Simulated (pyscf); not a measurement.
PySCF, gas phase, ωB97X-D3(BJ)/def2-SVP geometries. MP2 and CC: frozen core, UHF for open shells. ΔMP2 is the change of the MP2 total energy from the triple- to the quadruple-zeta basis.

Estimate by transition-state theory the rate constant of water (H₂O) + silylamine (H₂N–SiH₃) → silanol (HO–SiH₃) + ammonia (NH₃) (singlet surface; H–O, N–Si broken, O–Si, H–N formed) at 1200 K, with CCSD(T)/def2-TZVPP + ΔMP2(QZVPP) energies (ideal gas, 1 atm, RRHO with modes under 100 cm⁻¹ raised to 100, one conformer, R ln 2 for rigid chiral ones; no tunnelling).

The electronic barrier is 22.1 kcal/mol and the thermal terms add +43.9, so ΔG‡ = 66.1 kcal/mol. With k_BT/h = 2.50e+13 s⁻¹ and RT = 2.385 kcal/mol, and a volume of 1.64e-19 cm³ per molecule at 1 atm, k = 3.8e-18 cm³ molecule⁻¹ s⁻¹. Wigner's tunnelling factor for 1076i cm⁻¹ would be 1.07. A shift of 1 kcal/mol in the barrier changes k by a factor 1.5. On the reactant side the descent ends in a complex, 5.4 kcal/mol under the separated species and 24.3 kcal/mol under the saddle at ωB97X-D3(BJ)/def2-TZVP. On the product side the descent ends in a complex (not fully relaxed), 4.1 kcal/mol under the separated species and 33.1 kcal/mol under the saddle at ωB97X-D3(BJ)/def2-TZVP. At ωB97X-D3(BJ) the barrier from the zero used here is 18.9 kcal/mol. This is the saddle that the search found; another between the same sides may lie lower. The CCSD(T) − MP2 part came from Ansatz, without density fitting, on the same reference.
